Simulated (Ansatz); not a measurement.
# Al2F+ (quintet): the correlation ladder, def2-TZVPP

The task here is to estimate one member of a computed series from the others.

Computed with Ansatz 0.2.0, Gaussian basis. Level: def2-TZVPP, core rule «outside noble gas», up to 11 orbitals frozen.

To be run: UHF; ROHF; CCSD(T) on UHF.

### What is computed

The geometry is a PBE0/def2-TZVP stationary point (not a proven minimum) of the parent state, kept for this charge and spin.

3 atoms, charge 1, spin multiplicity 5.

Atoms are counted from 1 here; the program's logs count them from 0.

Bond lengths: Al1–Al2 2.338 Å, Al2–F3 1.647 Å. Angles: Al1–Al2–F3 180.0°.

The first run:

File in.yaml:

```yaml
crystal:
  periodic: [false, false, false]
  atoms:
    - {symbol: Al, position_ang: [0.000000, 0.000000, 2.107800]}
    - {symbol: Al, position_ang: [0.000000, 0.000000, -0.230400]}
    - {symbol: F, position_ang: [0.000000, 0.000000, -1.877400]}
basis:
  gaussian: {orbitals: def2-TZVPP}
total_charge: 1
magnetization: {spin_polarized: true, initial_magnetization: 4}
hamiltonian: {xc: hf}
output: {orbitals: {seedname: orbitals}}
```

Launch:

```bash
> ansatz run in.yaml --threads 1 --pin off --events-out ev --progress --plain --max-ram 4096MiB --backend cpu
```

Steps of the session up to this table: UHF; ROHF; CCSD(T) on UHF.

One table of the session follows, with a row left open; its other results are not shown here.

It belongs to the step «Misses and costs». 

```
  method  from UCCSD(T) (kJ/mol)
    ROHF                  +838.7
     UHF                  +837.9
    UMP2                       ?
   UCCSD                   +25.4
UCCSD(T)                       0
```

Q: Estimate the row for UMP2 from the others.

The run gave: from UCCSD(T) (kJ/mol): +46.3. In the column «from UCCSD(T) (kJ/mol)» it lies between UCCSD (+25.4) and UHF (+837.9).
